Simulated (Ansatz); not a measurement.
Geometry optimisation, RKS PBE-D4/def2-SVPD (Ansatz).

The input (input.yaml):

```yaml
crystal:
  periodic: [false, false, false]
  atoms:
    - { symbol: B, position_ang: [-0.09795, 0.464906, -0.446387] }
    - { symbol: "N", position_ang: [0.018212, -0.043769, 2.246951] }
    - { symbol: H, position_ang: [-0.789758, -0.180207, 2.862847] }
    - { symbol: H, position_ang: [0.866729, -0.274559, 2.775808] }
    - { symbol: H, position_ang: [1.060675, 0.129346, -0.55685] }
    - { symbol: H, position_ang: [-1.034447, -0.238131, -0.776716] }
    - { symbol: O, position_ang: [-0.322977, 1.776602, -0.038731] }
    - { symbol: H, position_ang: [-1.269331, 2.001358, -0.046284] }
    - { symbol: H, position_ang: [0.05925, 0.964156, 1.987162] }
basis:
  gaussian: { orbitals: def2-SVPD }
hamiltonian:
  xc: pbe
  dispersion: d4
relax:
  f_tol: 0.03
  max_steps: 50
```

Command:

```bash
$ ansatz run input.yaml --threads 4 --pin off --max-ram 5120MiB --backend cpu --events-out ev --progress --plain --runs-dir out
```

Where does it end, and by what steps?

It converged. After 11 steps the energy has fallen by 0.576 eV; H4 moved furthest, 0.88 Å. Joined: B1–N2 (2.74 → 1.68 Å).

```csv
step,energy less start (eV),largest force component (eV/Å),accepted
0,0.0000,0.626,yes
1,-0.0469,1.147,yes
2,-0.1381,1.199,yes
3,-0.2952,1.213,yes
4,-0.4848,0.910,yes
5,-0.5224,0.617,yes
6,-0.5439,0.301,yes
7,-0.5677,0.308,yes
8,-0.5703,0.354,yes
9,-0.5753,0.056,yes
10,-0.5613,0.396,no
11,-0.5761,0.007,yes
```

```xyz
9
Properties=species:S:1:pos:R:3
B -0.046 0.443 0.181
N 0.024 0.193 1.844
H -0.910 0.178 2.270
H 0.511 -0.679 2.085
H 1.135 0.300 -0.151
H -0.796 -0.449 -0.229
O -0.527 1.802 0.033
H -1.441 1.830 -0.282
H 0.540 0.981 2.257
```

Whether the end is a true minimum wasn't checked by a vibrational analysis.

Time of the run: 8.9 s on 4 threads of Arm Neoverse V2 (shared host), peak memory 0.13 GiB.
